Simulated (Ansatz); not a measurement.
# How far each method lies from UCCSDT(Q) for SbH$_{4}$⁻, quintet

Geometry: that of the SbH4⁻, triplet, kept fixed. The singlet lies 5.7 eV lower here.

```yaml
atoms:
  - { symbol: Sb, position_ang: [0.0000, 0.0000, 0.0000] }
  - { symbol: H, position_ang: [0.3559, 1.2939, 1.3069] }
  - { symbol: H, position_ang: [-0.5350, -1.2776, 1.2611] }
  - { symbol: H, position_ang: [-0.3466, 1.2804, -1.3226] }
  - { symbol: H, position_ang: [0.5257, -1.2967, -1.2454] }
```

Basis def2-SVPD with its core potentials; Ansatz 0.2.0. Correlated methods freeze the noble-gas cores and the filled d shells of p-block atoms, which leaves 10 electrons in 55 orbitals. Prefix R: restricted or restricted open-shell reference; prefix U: unrestricted. Active spaces: valence = (10e, 8o) chosen from the atoms' valence shells. No spin–orbit coupling is included; scalar relativity enters through the core potentials alone. This anion state lies near or above the neutral species, so the extra electron is weakly bound or unbound and the energies hang on the diffuse functions.

Full CI isn't at hand for all of this; UCCSDT(Q) serves as the reference, and is uncertain by about the last step of the cluster series. The frozen core follows each run's orbitals, which can shift R against U totals by a few meV for light atoms and by up to 0.1 eV past Ca.

Unrestricted rows (U) aren't spin-pure: their determinants' ⟨S²⟩ exceeds S(S+1) by up to 0.15, so they mix in states of higher spin.

- UHF ⟨S²⟩: 6.155
- T1 diagnostic (RCCSD): 0.0315
- largest doubles amplitude (RCCSD): 0.072
- T1 diagnostic (UCCSD): 0.0318

Task: From what is known of these methods and the diagnostics, rank them by the size of their error in total energy against UCCSDT(Q) in def2-SVPD, smallest first (an estimate: the text doesn't fix the numbers).
A. UCCSDT
B. UMP2
C. UCCSD
D. UHF
E. UCCSD(T)

Result: A (1.2 kJ/mol), E (5.8 kJ/mol), C (23.7 kJ/mol), B (123.5 kJ/mol), D (449.6 kJ/mol).

All errors are against UCCSDT(Q) in def2-SVPD. Within each family the higher level lies nearer, as is usual though not guaranteed.

Natural occupations of CASSCF (valence space) about the gap: 1.997 1.935 1.021 1.000 1.000 0.981 0.067; effectively unpaired electrons, Σ n²(2−n)², 4.03.
